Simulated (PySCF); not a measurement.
# BP: bond curves at several levels of theory, part 2 of 2

PySCF 2.14.0; B cc-pVTZ, P cc-pV(T+d)Z; no relativity. The steps go on from the part before.

## 11. ωB97X

Log of the SCF at 1.741 Å:

```text
[... 17 set-up lines left out, the same as in an earlier log ...]
XC functionals = WB97X
    J.-D. Chai and M. Head-Gordon.,  J. Chem. Phys. 128, 084106 (2008)
[... 2 set-up lines left out, the same as in an earlier log ...]
init E= -366.036270013017
cycle= 1 E= -366.037727040679  delta_E= -0.00146  |g|= 0.0105  |ddm|= 0.168
cycle= 2 E= -366.037832509979  delta_E= -0.000105  |g|= 0.00602  |ddm|= 0.0567
cycle= 3 E= -366.037861785617  delta_E= -2.93e-05  |g|= 0.00273  |ddm|= 0.0152
cycle= 4 E= -366.037870902167  delta_E= -9.12e-06  |g|= 0.000628  |ddm|= 0.00961
cycle= 5 E= -366.037872447423  delta_E= -1.55e-06  |g|= 0.000391  |ddm|= 0.00299
cycle= 6 E= -366.037873444783  delta_E= -9.97e-07  |g|= 0.000255  |ddm|= 0.00248
cycle= 7 E= -366.037874090082  delta_E= -6.45e-07  |g|= 0.000121  |ddm|= 0.00299
cycle= 8 E= -366.037874215341  delta_E= -1.25e-07  |g|= 4.69e-05  |ddm|= 0.00153
cycle= 9 E= -366.037874228609  delta_E= -1.33e-08  |g|= 1.36e-05  |ddm|= 0.000521
cycle= 10 E= -366.03787422944  delta_E= -8.31e-10  |g|= 4.47e-06  |ddm|= 0.000132
Extra cycle  E= -366.037874229491  delta_E= -5.08e-11  |g|= 2.76e-06  |ddm|= 1.44e-05
converged SCF energy = -366.037874229491  <S^2> = 2.017764  2S+1 = 3.0118194
```

Re = 1.728 Å, ωe = 1011 cm⁻¹, ωexe = 6.05 cm⁻¹, αe = 0.00525 cm⁻¹, Be = 0.6955 cm⁻¹, De = 3.48 eV, μ = -0.33 D.

## 12. ROHF

Output of the SCF at 1.741 Å:

```text
******** <class 'pyscf.scf.hf_symm.SymAdaptedROHF'> ********
method = SymAdaptedROHF
[... 11 set-up lines left out, the same as in an earlier log ...]
max_memory 909 MB (current use 475 MB)
num. doubly occ = 9  num. singly occ = 2
Overwritten attributes  get_hcore get_occ get_jk get_j get_k  of <class 'pyscf.scf.hf_symm.SymAdaptedROHF'>
<class 'pyscf.scf.hf_symm.SymAdaptedROHF'> does not have attributes  refdm
[... 1 set-up line left out, the same as in an earlier log ...]
init E= -365.303537166111
cycle= 1 E= -365.307864356715  delta_E= -0.00433  |g|= 0.0386  |ddm|= 0.311
cycle= 2 E= -365.308518039308  delta_E= -0.000654  |g|= 0.0203  |ddm|= 0.11
cycle= 3 E= -365.308754014113  delta_E= -0.000236  |g|= 0.00796  |ddm|= 0.0407
cycle= 4 E= -365.30880995607  delta_E= -5.59e-05  |g|= 0.00157  |ddm|= 0.0274
cycle= 5 E= -365.30881751092  delta_E= -7.55e-06  |g|= 0.000898  |ddm|= 0.00768
cycle= 6 E= -365.30882025224  delta_E= -2.74e-06  |g|= 0.000604  |ddm|= 0.00425
cycle= 7 E= -365.308821749346  delta_E= -1.5e-06  |g|= 0.000159  |ddm|= 0.00465
cycle= 8 E= -365.30882183808  delta_E= -8.87e-08  |g|= 3.32e-05  |ddm|= 0.00124
cycle= 9 E= -365.308821840085  delta_E= -2.01e-09  |g|= 1.12e-05  |ddm|= 0.000158
cycle= 10 E= -365.308821840255  delta_E= -1.7e-10  |g|= 4.28e-06  |ddm|= 5.67e-05
Extra cycle  E= -365.308821840272  delta_E= -1.73e-11  |g|= 2.13e-06  |ddm|= 1.96e-05
converged SCF energy = -365.308821840272
```

Re = 1.715 Å, ωe = 1057 cm⁻¹, ωexe = 6.44 cm⁻¹, αe = 0.00517 cm⁻¹, Be = 0.7056 cm⁻¹, De = 1.77 eV, μ = -0.79 D.

## 13. MP2 and coupled cluster

Reference: ROHF; core orbitals frozen: 6.

The coupled-cluster run at the reference distance, 1.741 Å, printed:

```text
******** <class 'pyscf.cc.uccsd.UCCSD'> ********
CC2 = 0
CCSD nocc = (np.int64(5), np.int64(3)), nmo = (63, 63)
frozen orbitals [[0, 1, 2, 3, 4, 5], [0, 1, 2, 3, 4, 5]]
max_cycle = 80
direct = 0
conv_tol = 1e-07
conv_tol_normt = 1e-05
diis_space = 8
diis_start_cycle = 0
diis_start_energy_diff = 1e+09
max_memory 909 MB (current use 550 MB)
Init t2, MP2 energy = -0.182971393978033
Init E_corr(UCCSD) = -0.185509481660094
cycle = 1  E_corr(UCCSD) = -0.199498715044142  dE = -0.0139892334  norm(t1,t2) = 0.0825473
cycle = 2  E_corr(UCCSD) = -0.206522982764441  dE = -0.00702426772  norm(t1,t2) = 0.032745
cycle = 3  E_corr(UCCSD) = -0.208226567467113  dE = -0.0017035847  norm(t1,t2) = 0.0220625
cycle = 4  E_corr(UCCSD) = -0.210550584174188  dE = -0.00232401671  norm(t1,t2) = 0.0115792
cycle = 5  E_corr(UCCSD) = -0.210438083263765  dE = 0.00011250091  norm(t1,t2) = 0.00477428
cycle = 6  E_corr(UCCSD) = -0.210419869537948  dE = 1.82137258e-05  norm(t1,t2) = 0.00165954
cycle = 7  E_corr(UCCSD) = -0.210492171928675  dE = -7.23023907e-05  norm(t1,t2) = 0.000926072
cycle = 8  E_corr(UCCSD) = -0.210490835722511  dE = 1.33620616e-06  norm(t1,t2) = 0.000344022
cycle = 9  E_corr(UCCSD) = -0.210487371821385  dE = 3.46390113e-06  norm(t1,t2) = 0.00018725
cycle = 10  E_corr(UCCSD) = -0.210489435172803  dE = -2.06335142e-06  norm(t1,t2) = 8.76193e-05
cycle = 11  E_corr(UCCSD) = -0.210489495168132  dE = -5.99953285e-08  norm(t1,t2) = 4.39394e-05
cycle = 12  E_corr(UCCSD) = -0.210489607348125  dE = -1.12179994e-07  norm(t1,t2) = 1.53831e-05
cycle = 13  E_corr(UCCSD) = -0.210489635597683  dE = -2.82495576e-08  norm(t1,t2) = 7.84866e-06
UCCSD converged
E(UCCSD) = -365.5193114758697  E_corr = -0.2104896355976831
UCCSD(T) correction = -0.0138787340731317
```

Correlation energy (eV) along the bond:

| R (Å) | MP2 | SCS-MP2 | CCSD | CCSD(T) | T1 |
| --- | --- | --- | --- | --- | --- |
| 1.497 | -4.849 | -4.802 | n/a | n/a | n/a |
| 1.567 | -4.897 | -4.849 | -5.590 | -5.914 | 0.029 |
| 1.637 | -4.953 | -4.904 | -5.640 | -5.984 | 0.031 |
| 1.689 | -4.999 | -4.949 | -5.683 | -6.043 | 0.033 |
| 1.741 | -5.047 | -4.998 | -5.728 | -6.105 | 0.035 |
| 1.793 | -5.096 | -5.049 | -5.775 | -6.170 | 0.036 |
| 1.863 | -5.159 | -5.117 | -5.839 | -6.259 | 0.039 |
| 1.950 | -5.225 | -5.194 | -5.917 | -6.364 | 0.043 |
| 2.054 | -5.264 | -5.253 | -5.997 | -6.468 | 0.049 |
| 2.194 | -5.216 | -5.241 | n/a | n/a | n/a |

ROHF-MP2: Re = 1.745 Å, ωe = 973 cm⁻¹, ωexe = 4.74 cm⁻¹, αe = 0.00516 cm⁻¹, Be = 0.6812 cm⁻¹, De = 3.22 eV.

ROHF-SCS-MP2: Re = 1.746 Å, ωe = 964 cm⁻¹, ωexe = 5.35 cm⁻¹, αe = 0.00546 cm⁻¹, Be = 0.6805 cm⁻¹, De = 3.09 eV.

ROHF-CCSD: Re = 1.744 Å, ωe = 970 cm⁻¹, ωexe = 6.56 cm⁻¹, αe = 0.00572 cm⁻¹, Be = 0.6827 cm⁻¹, De = 2.86 eV.

ROHF-CCSD(T): Re = 1.756 Å, ωe = 936 cm⁻¹, ωexe = 6.19 cm⁻¹, αe = 0.00582 cm⁻¹, Be = 0.6730 cm⁻¹, De = 3.09 eV.

## 14. All curves

Energy (eV) from each level's lowest point:

| R (Å) | ROHF | ROHF-MP2 | ROHF-SCS-MP2 | ROHF-CCSD | ROHF-CCSD(T) | LDA | PBE | BLYP | r²SCAN | r²SCANh | PBE0 | ωB97X |
| --- | --- | --- | --- | --- | --- | --- | --- | --- | --- | --- | --- | --- |
| 1.497 | 1.128 | 1.326 | 1.325 | n/a | n/a | 1.236 | 1.345 | 1.351 | 1.279 | 1.249 | 1.241 | 1.186 |
| 1.567 | 0.458 | 0.607 | 0.608 | 0.596 | 0.650 | 0.557 | 0.629 | 0.638 | 0.577 | 0.555 | 0.552 | 0.511 |
| 1.637 | 0.107 | 0.201 | 0.201 | 0.194 | 0.228 | 0.177 | 0.218 | 0.225 | 0.184 | 0.170 | 0.170 | 0.144 |
| 1.689 | 0.001 | 0.049 | 0.050 | 0.046 | 0.064 | 0.040 | 0.059 | 0.064 | 0.041 | 0.035 | 0.035 | 0.022 |
| 1.741 | 0.000 | 0.000 | 0.000 | 0.000 | 0.000 | 0.000 | 0.000 | 0.000 | 0.000 | 0.000 | 0.000 | 0.000 |
| 1.793 | 0.079 | 0.030 | 0.028 | 0.032 | 0.014 | 0.036 | 0.018 | 0.011 | 0.037 | 0.043 | 0.042 | 0.056 |
| 1.863 | 0.275 | 0.162 | 0.156 | 0.163 | 0.121 | 0.171 | 0.131 | 0.113 | 0.176 | 0.192 | 0.188 | 0.221 |
| 1.950 | 0.611 | 0.433 | 0.416 | 0.421 | 0.352 | 0.434 | 0.369 | 0.334 | 0.449 | 0.473 | 0.465 | 0.522 |
| 2.054 | 1.072 | 0.854 | 0.817 | 0.803 | 0.710 | 0.830 | 0.737 | 0.676 | 0.856 | 0.890 | 0.871 | 0.951 |
| 2.194 | 1.664 | 1.495 | 1.422 | n/a | n/a | 1.405 | 1.273 | 1.176 | 1.440 | 1.482 | 1.444 | 1.540 |

The whole job (state search and all levels along the bond) took 7.8 min on 1 thread of Arm Neoverse N1 (shared host), peak memory 1.4 GiB.

## 15. What came out

What follows sums up all 2 parts.

Lowest PBE0 solution found, without spin–orbit coupling: ³Π (triplet), unpaired electrons σ ↑, π ↑. State 2 has its PBE0 minimum 0.14 eV higher, as a spin-mixed determinant (⟨S²⟩ = 1.03), so this is no gap between pure states. State 3 has its PBE0 minimum 0.82 eV higher. State 4 has its PBE0 minimum 1.03 eV higher. The other levels ran on the lowest alone.

| level | Re (Å) | ωe (cm⁻¹) | De (eV) | μ (D) |
| --- | --- | --- | --- | --- |
| ROHF | 1.715 | 1057 | 1.77 | -0.79 |
| ROHF-MP2 | 1.745 | 973 | 3.22 | n/a |
| ROHF-SCS-MP2 | 1.746 | 964 | 3.09 | n/a |
| ROHF-CCSD | 1.744 | 970 | 2.86 | n/a |
| ROHF-CCSD(T) | 1.756 | 936 | 3.09 | n/a |
| LDA | 1.740 | 962 | 4.52 | 0.05 |
| PBE | 1.753 | 941 | 3.90 | -0.04 |
| BLYP | 1.758 | 919 | 3.67 | 0.01 |
| r²SCAN | 1.740 | 980 | 3.77 | -0.29 |
| r²SCANh | 1.736 | 990 | 3.67 | -0.33 |
| PBE0 | 1.736 | 984 | 3.62 | -0.23 |
| ωB97X | 1.728 | 1011 | 3.48 | -0.33 |

De is counted to B + P in their ground configurations. A positive dipole means B(−)P(+).

Differences from CCSD(T) in the same basis:

| level | Re (mÅ) | ωe (%) |
| --- | --- | --- |
| ROHF | -41 | +12.9 |
| ROHF-MP2 | -11 | +3.9 |
| ROHF-SCS-MP2 | -10 | +3.0 |
| ROHF-CCSD | -13 | +3.6 |
| LDA | -16 | +2.8 |
| PBE | -3 | +0.6 |
| BLYP | +2 | -1.9 |
| r²SCAN | -16 | +4.7 |
| r²SCANh | -20 | +5.7 |
| PBE0 | -20 | +5.1 |
| ωB97X | -29 | +8.0 |

Time per point (s) on 1 thread of Arm Neoverse N1, shared host (CPU time, shared integrals of 0.39 s apart; correlated levels include their reference; CCSD comes with the CCSD(T) run); the times are rough: ROHF 0.44, ROHF-MP2 0.83, ROHF-SCS-MP2 0.83, LDA 0.99, PBE 1.5, BLYP 0.94, r²SCAN 5.1, r²SCANh 5.9, PBE0 2.4, ωB97X 2.4; the reference 16.

The cheapest levels within 10 mÅ and 2.5 % of CCSD(T): PBE (1.5 s), BLYP (0.94 s). The dearest run takes 16 s.

In words: Against CCSD(T) in the same basis, the bond length is nearest at BLYP (+2 mÅ) and farthest at ROHF (-41 mÅ); the wavenumber is nearest at PBE (+0.6 %) and farthest at ROHF (+12.9 %). Hartree–Fock makes the bond too short and too stiff against this reference, as it mostly does. Among the levels with a De in the table, it runs from 1.77 eV (ROHF) to 4.52 eV (LDA).

Correlated steps freeze 6 core orbitals.
